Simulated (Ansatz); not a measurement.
Seven cases of atomisation energy of first-row species (electronic energies, kcal/mol); geometries: B3LYP-D3(BJ)/def2-TZVP. The cases were drawn at random from those of this class that have a high level and all functionals, leaving out states under which another spin lies or may lie. Left out are anions, K, Ca, elements past Kr, ionisation of Li, Na and Mg, pi-pi* triplets of linear molecules and other triplets made from a closed-shell parent. Runs that doubt their state, and full CI more than 15 mEh from coupled cluster, are set aside; a case stays where another high level and all functionals remain. AFQMC serves as high level only in triple zeta or larger, with a steady walk, a bar under 0.8 kcal/mol and agreement with other high levels or trials where they ran; where none ran, an unstable determinant or (outside 3d species) a high T1 diagnostic also bars it, so strongly correlated cases are thinned. No case was kept or dropped by the size of a functional's miss. High levels with a bar over 0.5 kcal/mol are left out too, and the seventh case lies inside the range of the six. Affinities count positive where energy is released, gaps as the second state minus the first. PBE is by Ansatz (an electronic-structure program) in def2-TZVPD. High levels (Ansatz): P = CCSD(T)/CBS(cc-pVQZ,cc-pV5Z) + [CCSDT(Q) - CCSD(T)]/cc-pVDZ + core + X2C; Q = CCSD(T)/CBS(cc-pVTZ,cc-pVQZ) + [CCSDT(Q) - CCSD(T)]/cc-pVDZ + core + X2C. Radicals and triplets start from unrestricted determinants; spin-orbit coupling is neglected. CBS(X,Y): correlation extrapolated as X^-3, Hartree-Fock from the larger set (Q,5: extrapolated as (X+1)exp(-9√X)). A bracket is a step between two methods taken in the basis named. The functionals are non-relativistic, so their misses hold any scalar relativity. '+ core + X2C': CCSD(T) terms for core correlation (cc-pwCVTZ) and scalar relativity (cc-pVTZ-DK). Where a partner has so few electrons that a lower coupled-cluster level is exact, that level stands in. The T1 diagnostic of C2H3O2 (CC([O])=O, doublet) reaches 0.048 in the sets run. The restricted determinant of C4H5N (C/C=C\C#N, singlet) is unstable towards broken spin symmetry in at least one set run. The restricted determinant of C2H2O2 (O=CC=O, singlet) is unstable towards broken spin symmetry in at least one set run. The UHF reference of C2H2N3 ([c]1ncn[nH]1, doublet) is spin-contaminated (<S^2> up to 0.15 over the pure value in the sets run). The UHF reference of C2H4N ([CH2]N=C, doublet) is spin-contaminated (<S^2> up to 0.21 over the pure value in the sets run). The UHF reference of C2H4NO ([CH2]C(N)=O, doublet) is spin-contaminated (<S^2> up to 0.05 over the pure value in the sets run).

| case | PBE | level | high level |
|---|---|---|---|
| C4H5N (SMILES C(/C=C\C)#N) | 1094.2 | Q | 1062.9 |
| C2H2N3 (SMILES [c]1ncn[nH]1, doublet) | 749.2 | Q | 695.5 |
| C2H3O2 (SMILES CC([O])=O, doublet) | 717.2 | Q | 681.8 |
| C2H2O2 (SMILES O=CC=O) | 662.4 | P | 635.5 |
| C2H4N (SMILES [CH2]N=C, doublet) | 657.4 | Q | 634.7 |
| C2H4NO (SMILES NC(=O)[CH2], doublet) | 793.0 | Q | 763.1 |
| CH5BO2 (methylboronic acid, SMILES CB(O)O) | 902.4 | Q | withheld |

**Question.** Fit a straight line from PBE to the high level over the first six rows by least squares, predict the seventh, and compare with the calculation.

**Answer.** Means: PBE 778.90, high level 745.58. Sxx = 132636, Sxy = 132017, slope 0.9953, intercept -29.66 kcal/mol; residual standard deviation 12.1 kcal/mol. Seventh row: 0.9953·(902.4) -29.66 = 868.5 kcal/mol. The calculation gave 892.5 kcal/mol: the line differs from it by -24.0, PBE itself by +9.9.
